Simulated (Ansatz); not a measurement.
`F[BH][AlH2]` and `NBF` differ in one atom or group.

Ansatz, PBE0-D4/def2-TZVP geometries, multiplicity 1. Each molecule was computed in one conformer, which needn't be the lowest.

```csv
property,`F[BH][AlH2]`
HOMO energy (PBE/def2-TZVPP) / eV,-6.07
HOMO energy (ωB97M-V/def2-TZVPP) / eV,-9.45
vertical ionisation energy (CCSD(T)/CBS(def2)) / eV,9.93
size of the dipole moment (ωB97M-V/def2-TZVPP) / D,0.49
HOMO energy (B3LYP/def2-TZVPP) / eV,-7.14
LUMO energy (B3LYP/def2-TZVPP) / eV,-2.07
```

(1) Give the same properties after the change, and the shifts. (An estimate is asked.)

Results:

(1) Ansatz gave: 
| property | `NBF` | shift |
| --- | --- | --- |
| HOMO energy (PBE/def2-TZVPP) / eV | -7.11 | -1.04 |
| HOMO energy (ωB97M-V/def2-TZVPP) / eV | -10.99 | -1.54 |
| vertical ionisation energy (CCSD(T)/CBS(def2)) / eV | 11.45 | 1.52 |
| size of the dipole moment (ωB97M-V/def2-TZVPP) / D | 2.39 | 1.90 |
| HOMO energy (B3LYP/def2-TZVPP) / eV | -8.32 | -1.18 |
| LUMO energy (B3LYP/def2-TZVPP) / eV | 0.62 | 2.69 |

With PBE0 the HOMO falls by 1.27 eV and the LUMO rises by 2.78 eV, so the gap widens by about 4.05 eV. PBE moves the HOMO by -1.04 eV and ωB97M-V by -1.54 eV. Dipoles are sizes alone; their direction can turn.

B3LYP here is the variant with VWN-RPA as its local correlation; programs differ in this.
